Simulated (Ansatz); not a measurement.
Geometry optimisation, Ansatz 0.2.0, RKS PBE0-D4/def2-SVP.

Input:

```yaml
crystal:
  periodic: [false, false, false]
  atoms:
    - { symbol: Mg, position_ang: [-1.38141, -1.099385, -1.215273] }
    - { symbol: H, position_ang: [-0.208396, -1.943462, -0.299156] }
    - { symbol: Cl, position_ang: [-2.865126, 0.070575, -2.378023] }
    - { symbol: H, position_ang: [0.666199, -0.45879, 0.576421] }
    - { symbol: C, position_ang: [0.8949, 0.587124, 0.780955] }
    - { symbol: H, position_ang: [1.766002, 0.672375, 1.44445] }
    - { symbol: H, position_ang: [0.024277, 1.065101, 1.257202] }
    - { symbol: H, position_ang: [1.103555, 1.106363, -0.166476] }
basis:
  gaussian: { orbitals: def2-SVP }
hamiltonian:
  xc: pbe0
  dispersion: d4
relax:
  f_tol: 0.03
  max_steps: 50
```

Launched with:

```bash
$ ansatz run input.yaml --threads 2 --pin off --max-ram 3072MiB --backend cpu --events-out ev --progress --plain --runs-dir out
```

Task: Where does it end, and by what steps?

Result: It converged. After 11 steps the energy has fallen by 0.184 eV; Cl3 moved furthest, 1.07 Å.

```json
{"step": "0", "energy less start (eV)": "0.0000", "largest force component (eV/Å)": "0.475", "accepted": "yes"}
{"step": "1", "energy less start (eV)": "-0.0712", "largest force component (eV/Å)": "0.154", "accepted": "yes"}
{"step": "2", "energy less start (eV)": "-0.1024", "largest force component (eV/Å)": "0.075", "accepted": "yes"}
{"step": "3", "energy less start (eV)": "-0.1170", "largest force component (eV/Å)": "0.061", "accepted": "yes"}
{"step": "4", "energy less start (eV)": "-0.1285", "largest force component (eV/Å)": "0.173", "accepted": "yes"}
{"step": "5", "energy less start (eV)": "-0.1387", "largest force component (eV/Å)": "0.193", "accepted": "yes"}
{"step": "6", "energy less start (eV)": "-0.1557", "largest force component (eV/Å)": "0.193", "accepted": "yes"}
{"step": "7", "energy less start (eV)": "-0.1745", "largest force component (eV/Å)": "0.108", "accepted": "yes"}
{"step": "8", "energy less start (eV)": "-0.1789", "largest force component (eV/Å)": "0.217", "accepted": "yes"}
{"step": "9", "energy less start (eV)": "-0.1809", "largest force component (eV/Å)": "0.129", "accepted": "yes"}
{"step": "10", "energy less start (eV)": "-0.1835", "largest force component (eV/Å)": "0.036", "accepted": "yes"}
{"step": "11", "energy less start (eV)": "-0.1840", "largest force component (eV/Å)": "0.010", "accepted": "yes"}
```

```xyz
8
Properties=species:S:1:pos:R:3
Mg -1.080 -1.042 -0.947
H -0.449 -2.542 -0.490
Cl -2.197 0.673 -1.799
H 0.957 -0.501 0.751
C 0.737 0.572 0.640
H 1.459 1.132 1.249
H -0.274 0.811 1.001
H 0.846 0.897 -0.405
```

The run took 17 s on 2 threads of Arm Neoverse V2 (shared host), peak memory 0.14 GiB.
